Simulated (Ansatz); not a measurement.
A calculation with Ansatz (development build ahead of 0.2.0).

```yaml
crystal:
  periodic: [false, false, false]
  atoms:
    - { symbol: "N", position_ang: [0.0, 0.0, 0.0] }
    - { symbol: O, position_ang: [0.0, 1.15404, 0.48986] }
    - { symbol: O, position_ang: [0.0, -1.09908, 0.46653] }
basis:
  gaussian: { orbitals: cc-pVDZ }
magnetization:
  initial_magnetization: 1
hamiltonian:
  xc: hf
correlation:
  method: ccsd_t
  frozen_orbitals: { "N": 1, O: 1 }
```

The input is written out in the form of the current development build from the run's settings. Correlation on restricted open-shell orbitals is semicanonical, with singles.

The run gave:

| Item | Value |
| --- | --- |
| Converged | yes |
| Reference energy | -204.02750 hartree |
| CCSD correlation energy | -0.54838 hartree |
| Triples correction | -0.02643 hartree |
| Total energy | -204.60231 hartree |
| Spin squared of the determinant | 0.750 |
